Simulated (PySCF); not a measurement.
## Orbital picture of SiP

BHandHLYP at R = 2.073 Å; Si def2-TZVPPD, P def2-TZVPPD; no relativity (PySCF 2.14). State: ²Π (doublet), unpaired electrons π ↑. Only the outer orbitals are listed, counted within each symmetry.

| spin | orbital | occ. | ε (eV) | on Si (%) | main shells (%) |
| --- | --- | --- | --- | --- | --- |
| α | 7σ | 1 | -19.17 | 27 | 69 P s, 20 Si s |
| α | 8σ | 1 | -12.67 | 60 | 59 Si s, 24 P s, 15 P p |
| α | 3π | 1 | -8.64 | 28 | 70 P p, 24 Si p |
| α | 9σ | 1 | -8.03 | 54 | 41 P p, 40 Si p, 14 Si s |
| α | 3π | 1 | -7.78 | 33 | 66 P p, 30 Si p |
| α | 4π | 0 | -1.67 | 73 | 68 Si p, 22 P p |
| α | 4π | 0 | -1.22 | 69 | 62 Si p, 25 P p |
| α | 10σ | 0 | 1.03 | 107 | 106 Si s |
| β | 7σ | 1 | -18.06 | 33 | 63 P s, 25 Si s |
| β | 8σ | 1 | -12.28 | 59 | 56 Si s, 27 P s, 14 P p |
| β | 9σ | 1 | -7.90 | 53 | 42 P p, 41 Si p, 12 Si s |
| β | 3π | 1 | -7.51 | 39 | 59 P p, 36 Si p |
| β | 3π | 0 | -3.59 | 53 | 50 Si p, 47 P p |
| β | 4π | 0 | -1.18 | 64 | 56 Si p, 29 P p, 9 Si d |
| β | 4π | 0 | -0.61 | 56 | 43 Si p, 36 P p, 14 Si d |

Which are the highest filled and the lowest empty level, where do they sit, and how wide is the gap?

Highest filled β 3π at -7.51 eV (in %: 59 P p, 36 Si p); lowest empty β 3π at -3.59 eV (in %: 50 Si p, 47 P p); the gap at BHandHLYP is 3.92 eV. Both belong to one degenerate shell, split only by its one-sided filling, so this is no excitation gap.

| Quantity | Value |
| --- | --- |
| bond order (Mayer) | 2.19 |
| ⟨S²⟩ | 0.758 |
| charge on Si (Mulliken, basis-dependent) | 0.14 |
| charge on Si (Löwdin, basis-dependent) | -0.01 |
| dipole moment (positive dipole means Si(−)P(+)) | -1.13 D |

Shares are Mulliken populations and can fall outside 0 to 100 %.

The state was picked by a PBE0 search and need not be the measured ground state.
